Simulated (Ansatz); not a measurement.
# CH4O2: ionisation energy by level of theory

The task here is to estimate one member of a computed series from the others.

The runs use Ansatz 0.2.0, Gaussian basis; unrestricted cation, the program's frozen cores in correlated methods.

Plan: UKS PBE-D4/def2-TZVPP; UKS r2SCAN-D4/def2-TZVPP; UKS PBE0-D4/def2-TZVPP; UKS B3LYP-D4/def2-TZVPP; UKS wB97X-V/def2-TZVPP; UKS wB97M-V/def2-TZVPP; UKS B2PLYP/def2-TZVPP; UHF-CCSD(T)/def2-TZVPP; UHF-MP2/def2-QZVPP; extrapolation to the limit; then −ε(HOMO) from the neutral's earlier runs with LDA (SPW92), PBE-D4, revPBE-D4, BLYP-D4, r2SCAN-D4, B97M-V, PBE0-D4, B3LYP-D4, r2SCANh-D4, r2SCAN0-D4, HSE06-D4, BHLYP-D4, CAM-B3LYP-D4, LC-ωPBE, ωB97X-V, ωB97M-V.

1 further run of the same task is left out (it didn't finish).

**The geometry**

The geometry comes from an earlier relaxation with PBE0-D4 in a triple-zeta def2 set; it is a stationary point, not always the lowest conformer.

SMILES `OCO`, 7 atoms, charge 0, spin multiplicity 1.

Atoms are counted from 1 here; the program's logs count them from 0.

Bond lengths: O1–C2 1.397 Å, O1–H4 0.960 Å, C2–O3 1.397 Å, C2–H5 1.100 Å, C2–H6 1.090 Å, O3–H7 0.960 Å. Angles: C2–O1–H4 109.5°, O1–C2–O3 114.1°, O1–C2–H5 110.6°, O1–C2–H6 105.9°, O3–C2–H5 110.6°, O3–C2–H6 106.0°, H5–C2–H6 109.4°, C2–O3–H7 109.5°.

Geometry (Å):

```mol
CH4O2
  3D, bonds by distance, orders not assigned

  7  6  0  0  0  0  0  0  0  0999 V2000
   -1.1725   -0.4497   -0.1200 O   0  0
   -0.0479    0.2532    0.3193 C   0  0
    1.1307   -0.4970    0.3142 O   0  0
   -1.1616   -0.5044   -1.0788 H   0  0
    0.0806    1.1786   -0.2607 H   0  0
   -0.2397    0.5032    1.3624 H   0  0
    1.4716   -0.5519   -0.5821 H   0  0
  1  2  8  0
  2  3  8  0
  1  4  8  0
  2  5  8  0
  2  6  8  0
  3  7  8  0
M  END
```

The first run:

Contents of in.yaml:

```yaml
crystal:
  periodic: [false, false, false]
  atoms:
    - {symbol: O, position_ang: [-1.172459, -0.449734, -0.119997]}
    - {symbol: C, position_ang: [-0.047903, 0.253231, 0.319321]}
    - {symbol: O, position_ang: [1.130674, -0.497045, 0.314160]}
    - {symbol: H, position_ang: [-1.161552, -0.504445, -1.078847]}
    - {symbol: H, position_ang: [0.080592, 1.178615, -0.260660]}
    - {symbol: H, position_ang: [-0.239748, 0.503169, 1.362380]}
    - {symbol: H, position_ang: [1.471596, -0.551892, -0.582058]}
basis:
  gaussian: {orbitals: def2-TZVPP}
total_charge: 1
magnetization: {spin_polarized: true, initial_magnetization: 1}
hamiltonian: {xc: pbe, dispersion: d4}
```

Command:

```console
$ ansatz run in.yaml --threads 4 --pin off --events-out ev --progress --plain --max-ram 10444MiB
```

Among the steps run: Cation, UKS PBE-D4/def2-TZVPP; Cation, UKS r2SCAN-D4/def2-TZVPP; Cation, UKS PBE0-D4/def2-TZVPP; Cation, UKS B3LYP-D4/def2-TZVPP; Cation, UKS wB97X-V/def2-TZVPP; Cation, UKS wB97M-V/def2-TZVPP; Cation, UKS B2PLYP (frozen core)/def2-TZVPP; Cation, UHF-CCSD(T)/def2-TZVPP; Cation, UHF-MP2/def2-QZVPP.

One table of the session follows, with a row left open; its other results are not shown here.

For comparison, −ε(HOMO) of the neutral from earlier runs:

```
  functional  −ε(HOMO) (eV)
 LDA (SPW92)           6.94
      PBE-D4           6.74
   revPBE-D4           6.67
     BLYP-D4           6.67
   r2SCAN-D4           7.13
      B97M-V              ?
     PBE0-D4           8.53
    B3LYP-D4           8.26
  r2SCANh-D4           7.80
  r2SCAN0-D4           8.80
    HSE06-D4           8.11
    BHLYP-D4          10.22
CAM-B3LYP-D4          10.07
     LC-ωPBE          11.42
     ωB97X-V          11.07
     ωB97M-V          11.01
```

Q: Estimate the row for B97M-V from the others.

The run gave: −ε(HOMO) (eV): 7.26. In the column «−ε(HOMO) (eV)» it lies between r2SCAN-D4 (7.13) and r2SCANh-D4 (7.80).

To keep in mind: The cation may have settled in a state other than its lowest; no search over hole states beyond the program's own was made.
